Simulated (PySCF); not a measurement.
Record of a relaxation.

C₅H₁₂O.
Numbering: `[CH3:1][C:2]([CH3:3])([CH3:4])[CH2:5][OH:6]` (hydrogens: H7, H8, H9 on C1; H10, H11, H12 on C3; H13, H14, H15 on C4; H16, H17 on C5; H18 on O6)

Computed by this run: PBE0-D3(BJ)/def2-TZVP geometry optimisation, gas phase in PySCF 2.14.0; density fitting, grid level 2; the optimiser is geomeTRIC in internal coordinates, started from a GFN2-xTB structure with every atom displaced at random (about 0.01 Å). 4 of its 8 geometries are shown. The frame can shift and turn from step to step; on so coarse a grid that alone can change the energy by a few meV, and forces under 0.02 eV/Å are noise.

Step 0: E = -7422.2888 eV, largest atomic force 3.186 eV/Å
```
atom  x, y, z in Å  |  force x, y, z in eV/Å
C1     -0.457   -0.960    1.072   -0.869   1.880  -0.125
C2      0.145   -0.060   -0.020    0.398  -0.087  -0.195
C3      0.882    1.106    0.621    0.461  -0.422   0.717
C4      1.145   -0.898   -0.859   -3.165   0.151  -0.337
C5     -0.951    0.494   -0.957    0.356   0.406   0.784
O6     -1.900    1.315   -0.298   -0.217  -0.359   0.358
H7      0.310   -1.421    1.652    0.568  -0.415   0.456
H8     -1.085   -1.703    0.617   -0.362  -0.616  -0.123
H9     -1.087   -0.337    1.770    0.525  -0.640  -0.511
H10     1.441    1.674   -0.113    0.089   0.218  -0.266
H11     0.193    1.776    1.131   -0.076   0.094   0.019
H12     1.621    0.744    1.372   -0.421   0.158  -0.397
H13     1.892   -1.267   -0.244    1.652  -0.740   1.130
H14     0.577   -1.747   -1.290    0.435   0.209   0.058
H15     1.539   -0.319   -1.659    0.536   0.518  -0.730
H16    -0.496    1.157   -1.698    0.053  -0.177  -0.081
H17    -1.446   -0.325   -1.461   -0.204  -0.432  -0.355
H18    -2.350    0.783    0.379    0.243   0.255  -0.403
```

Step 2: E = -7422.4613 eV, largest atomic force 0.101 eV/Å
```
atom  x, y, z in Å  |  force x, y, z in eV/Å
C1     -0.739   -0.799    1.038    0.048  -0.016  -0.073
C2      0.148   -0.069    0.033    0.034   0.033  -0.018
C3      0.914    1.044    0.741   -0.037   0.005   0.009
C4      1.120   -1.043   -0.621    0.069  -0.039   0.062
C5     -0.709    0.536   -1.081   -0.036  -0.009   0.049
O6     -1.689    1.445   -0.623   -0.018   0.025  -0.069
H7     -0.129   -1.290    1.801   -0.021   0.008   0.014
H8     -1.344   -1.571    0.550    0.004  -0.004  -0.011
H9     -1.411   -0.104    1.546   -0.003   0.001   0.033
H10     1.629    1.521    0.063    0.003  -0.010  -0.001
H11     0.227    1.813    1.100    0.006  -0.009   0.003
H12     1.468    0.652    1.598    0.022  -0.002  -0.013
H13     1.839   -1.432    0.109   -0.077   0.024  -0.047
H14     0.596   -1.896   -1.063   -0.005   0.002   0.003
H15     1.689   -0.551   -1.416    0.010  -0.007   0.024
H16    -0.064    1.102   -1.760   -0.007  -0.004   0.004
H17    -1.170   -0.274   -1.663   -0.003   0.010  -0.007
H18    -2.440    0.946   -0.299    0.014  -0.008   0.038
```

Step 5: E = -7422.4681 eV, largest atomic force 0.056 eV/Å
```
atom  x, y, z in Å  |  force x, y, z in eV/Å
C1     -0.740   -0.804    1.018   -0.014   0.010   0.043
C2      0.146   -0.061    0.023   -0.028  -0.047   0.015
C3      0.908    1.052    0.732    0.034  -0.003  -0.011
C4      1.123   -1.044   -0.611   -0.037   0.026  -0.021
C5     -0.719    0.532   -1.092    0.020   0.000  -0.023
O6     -1.682    1.464   -0.650   -0.011  -0.004  -0.010
H7     -0.137   -1.294    1.787    0.012   0.000  -0.014
H8     -1.332   -1.578    0.518   -0.002   0.004   0.007
H9     -1.424   -0.126    1.537    0.002   0.004  -0.019
H10     1.604    1.543    0.046   -0.013   0.011   0.001
H11     0.222    1.809    1.115   -0.004   0.005   0.005
H12     1.489    0.654    1.568   -0.010   0.000   0.005
H13     1.790   -1.461    0.146    0.037  -0.025   0.025
H14     0.597   -1.876   -1.087    0.002   0.005  -0.015
H15     1.743   -0.556   -1.369    0.000   0.009  -0.003
H16    -0.081    1.074   -1.796    0.010   0.000   0.008
H17    -1.196   -0.288   -1.649   -0.003   0.002  -0.002
H18    -2.372    0.988   -0.184    0.006   0.003   0.011
```

Step 7: E = -7422.4692 eV, largest atomic force under 0.02 eV/Å
```
atom  x, y, z in Å  |  force x, y, z in eV/Å
C1     -0.743   -0.804    1.021    0.004   0.006   0.003
C2      0.143   -0.064    0.023   -0.004  -0.012   0.004
C3      0.904    1.050    0.731    0.008   0.002  -0.004
C4      1.121   -1.044   -0.615   -0.002   0.000   0.005
C5     -0.719    0.527   -1.096    0.000   0.001  -0.004
O6     -1.676    1.468   -0.662   -0.001   0.000   0.002
H7     -0.136   -1.290    1.790   -0.002   0.001  -0.001
H8     -1.336   -1.580    0.527    0.000  -0.001   0.001
H9     -1.425   -0.122    1.538    0.000   0.000  -0.003
H10     1.590    1.552    0.042   -0.003   0.000   0.001
H11     0.216    1.801    1.123   -0.001   0.000   0.002
H12     1.492    0.652    1.562    0.000   0.000   0.001
H13     1.780   -1.479    0.141   -0.001   0.001  -0.003
H14     0.596   -1.865   -1.112    0.000   0.001  -0.003
H15     1.750   -0.546   -1.358    0.001   0.000   0.000
H16    -0.075    1.062   -1.801    0.000   0.001   0.002
H17    -1.200   -0.292   -1.649    0.002   0.001   0.000
H18    -2.345    1.005   -0.153   -0.001   0.000  -0.001
```

**Question.** Summarise the path.

**Answer.** The energy falls by 17.41 kJ/mol from step 0 to step 7; nine tenths of that is first reached at step 2. It falls at every step. The largest force goes from 3.186 to under 0.02 eV/Å. Among the bonds C4–H13 changes most, from 1.036 to 1.093 Å; the atoms move by 0.048 Å rms after alignment.

**Question.** Follow the three bonds and two angles with the largest change from start to end.

**Answer.** 
| step | E above end (kJ/mol) | largest force (eV/Å) | C4–H13 (Å) | C1–H9 (Å) | C4–H15 (Å) | C2–C4–H14 (°) | H13–C4–H15 (°) |
| --- | --- | --- | --- | --- | --- | --- | --- |
| 0 | 17.41 | 3.186 | 1.036 | 1.127 | 1.063 | 107.1 | 111.9 |
| 1 | 2.39 | 0.460 | 1.107 | 1.095 | 1.096 | 111.6 | 108.0 |
| 2 | 0.76 | 0.101 | 1.096 | 1.092 | 1.094 | 111.4 | 107.6 |
| 3 | 0.50 | 0.051 | 1.092 | 1.093 | 1.094 | 111.4 | 107.6 |
| 4 | 0.34 | 0.067 | 1.091 | 1.093 | 1.094 | 111.3 | 107.7 |
| 5 | 0.11 | 0.056 | 1.092 | 1.094 | 1.094 | 111.3 | 107.8 |
| 6 | 0.02 | 0.044 | 1.093 | 1.094 | 1.094 | 111.3 | 107.8 |
| 7 | 0.00 | under 0.02 | 1.093 | 1.094 | 1.094 | 111.3 | 107.8 |

The cost below is that of the whole optimisation. Time: 11 min wall, 17 min CPU; peak memory 1.6 GiB. Hardware: an Intel Xeon at 2.50 GHz with 2 threads, on a shared host.
